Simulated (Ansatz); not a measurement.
Relaxation of C3H5NO (10 atoms, charge 0, multiplicity 1), to a largest force component of 0.02 eV/Å in at most 50 steps.

Method: RKS PBE0-D4/6-31G* (Ansatz 0.2.0).

```xyz
10
Properties=species:S:1:pos:R:3
N -0.745 1.544 0.687
C -0.547 0.340 0.882
C -0.385 -0.529 -0.295
C 1.027 -0.512 -1.034
O 0.640 -1.561 -0.104
H -0.901 2.088 1.573
H -0.444 -0.089 1.897
H -1.209 -0.782 -0.834
H 0.943 -0.762 -2.039
H 1.705 0.210 -0.729
```

Where does it end, and by what steps?

The forces met the threshold. After 12 steps the energy has fallen by 0.800 eV; H7 moved furthest, 1.04 Å.

| step | energy less start (eV) | largest force component (eV/Å) | accepted |
| --- | --- | --- | --- |
| 0 | 0.0000 | 6.292 | yes |
| 1 | -0.5365 | 2.562 | yes |
| 2 | -0.5807 | 0.761 | yes |
| 3 | -0.6187 | 0.716 | yes |
| 4 | -0.6626 | 0.477 | yes |
| 5 | -0.6963 | 0.137 | yes |
| 6 | -0.7235 | 0.718 | yes |
| 7 | -0.7418 | 0.978 | yes |
| 8 | -0.7735 | 0.562 | yes |
| 9 | -0.7843 | 0.462 | yes |
| 10 | -0.7980 | 0.096 | yes |
| 11 | -0.7990 | 0.053 | yes |
| 12 | -0.7995 | 0.009 | yes |

```xyz
10
Properties=species:S:1:pos:R:3
N -1.373 1.342 0.917
C -0.411 0.522 0.805
C -0.319 -0.364 -0.375
C 0.995 -0.676 -0.957
O 0.323 -1.617 -0.146
H -1.281 1.886 1.778
H 0.405 0.397 1.533
H -1.204 -0.391 -1.010
H 1.053 -0.915 -2.019
H 1.894 -0.237 -0.523
```

Run time: 26 s on 2 threads of Arm Neoverse V2 (shared host), peak memory 0.17 GiB.
